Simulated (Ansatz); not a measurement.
**Cost against result**

Saddle point of C₂H₈Si, singlet (C₂H₈Si (CC[SiH3]) → C₂H₄ (C=C) + SiH₄; bonds formed: Si1–H4; bonds broken: Si1–C2, C3–H4), PBE0-D4/def2-TZVP structure:

Si1  (0.353, 1.172, 0.153)
C2  (0.186, -0.969, 0.588)
C3  (-0.574, -0.865, -0.581)
H4  (-0.568, 0.676, -1.065)
H5  (0.897, 2.538, 0.531)
H6  (-0.888, 1.216, 0.988)
H7  (1.535, 0.699, -0.633)
H8  (-0.318, -1.058, 1.541)
H9  (1.185, -1.381, 0.536)
H10  (-1.657, -0.853, -0.525)
H11  (-0.152, -1.175, -1.531)
(Å)

Barriers are electronic and count from the start structure reached by relaxing down the imaginary mode.

Computed with Ansatz 0.2.0 (basis: as named in each row); correlated methods freeze the cores. B3LYP uses VWN-RPA correlation. Extrapolation: Hartree–Fock as exp(−7.88 √X), correlation as X^−2.97.

Times are rough, for one single point on 2 threads of a shared host (Intel Xeon 6975P-C).

The estimate by CCSD(T) at an estimated basis limit (MP2 extrapolated from triple and quadruple zeta, plus CCSD(T) − MP2 in triple zeta) is 83.35 kcal/mol.

```json
{"method": "HF", "basis": "STO-3G", "time (s)": "under 1", "barrier (kcal/mol)": "162.97", "method less estimate": "79.61"}
{"method": "PBE-D4", "basis": "STO-3G", "time (s)": "under 1", "barrier (kcal/mol)": "115.90", "method less estimate": "32.55"}
{"method": "SPW92", "basis": "def2-SVP", "time (s)": "under 1", "barrier (kcal/mol)": "73.94", "method less estimate": "-9.42"}
{"method": "B3LYP-D4", "basis": "6-31G", "time (s)": "under 1", "barrier (kcal/mol)": "89.81", "method less estimate": "6.46"}
{"method": "PBE-D4", "basis": "def2-SVP", "time (s)": "under 1", "barrier (kcal/mol)": "76.31", "method less estimate": "-7.04"}
{"method": "PBE0-D4", "basis": "def2-SVP", "time (s)": "under 1", "barrier (kcal/mol)": "82.71", "method less estimate": "-0.64"}
{"method": "SPW92", "basis": "def2-TZVPP", "time (s)": "under 1", "barrier (kcal/mol)": "71.23", "method less estimate": "-12.13"}
{"method": "PBE-D4", "basis": "def2-TZVPP", "time (s)": "1", "barrier (kcal/mol)": "73.62", "method less estimate": "-9.73"}
{"method": "BLYP-D4", "basis": "def2-TZVPP", "time (s)": "1", "barrier (kcal/mol)": "76.41", "method less estimate": "-6.95"}
{"method": "CCSD(T)", "basis": "def2-SVP", "time (s)": "2", "barrier (kcal/mol)": "88.12", "method less estimate": "4.76"}
{"method": "B3LYP-D4", "basis": "def2-TZVPP", "time (s)": "2", "barrier (kcal/mol)": "81.42", "method less estimate": "-1.93"}
{"method": "BHLYP-D4", "basis": "def2-TZVPP", "time (s)": "2", "barrier (kcal/mol)": "88.64", "method less estimate": "5.28"}
{"method": "PBE0-D4", "basis": "def2-TZVPP", "time (s)": "2", "barrier (kcal/mol)": "79.89", "method less estimate": "-3.47"}
{"method": "CAM-B3LYP-D4", "basis": "def2-TZVPP", "time (s)": "2", "barrier (kcal/mol)": "85.26", "method less estimate": "1.90"}
{"method": "wB97M-V", "basis": "def2-SVP", "time (s)": "2", "barrier (kcal/mol)": "85.19", "method less estimate": "1.83"}
{"method": "r2SCAN0-D4", "basis": "def2-TZVPP", "time (s)": "2", "barrier (kcal/mol)": "82.14", "method less estimate": "-1.22"}
{"method": "r2SCAN-D4", "basis": "def2-TZVPP", "time (s)": "2", "barrier (kcal/mol)": "77.87", "method less estimate": "-5.48"}
{"method": "RPA on PBE", "basis": "def2-TZVPP", "time (s)": "3", "barrier (kcal/mol)": "82.22", "method less estimate": "-1.13"}
{"method": "B2PLYP", "basis": "def2-TZVPP", "time (s)": "3", "barrier (kcal/mol)": "83.28", "method less estimate": "-0.07"}
{"method": "PBE-QIDH", "basis": "def2-TZVPP", "time (s)": "3", "barrier (kcal/mol)": "84.43", "method less estimate": "1.07"}
{"method": "wB97X-V", "basis": "def2-TZVPP", "time (s)": "4", "barrier (kcal/mol)": "85.29", "method less estimate": "1.94"}
{"method": "wB97M-V", "basis": "def2-TZVPP", "time (s)": "4", "barrier (kcal/mol)": "82.25", "method less estimate": "-1.10"}
{"method": "B97M-V", "basis": "def2-TZVPP", "time (s)": "5", "barrier (kcal/mol)": "78.87", "method less estimate": "-4.48"}
{"method": "MP2", "basis": "def2-QZVPP", "time (s)": "14", "barrier (kcal/mol)": "84.03", "method less estimate": "0.68"}
{"method": "CCSD(T)", "basis": "def2-TZVPP", "time (s)": "24", "barrier (kcal/mol)": "83.51", "method less estimate": "0.15"}
```

All methods are single points on the PBE0-D4 structures.

The T1 diagnostic stays at or below 0.017.
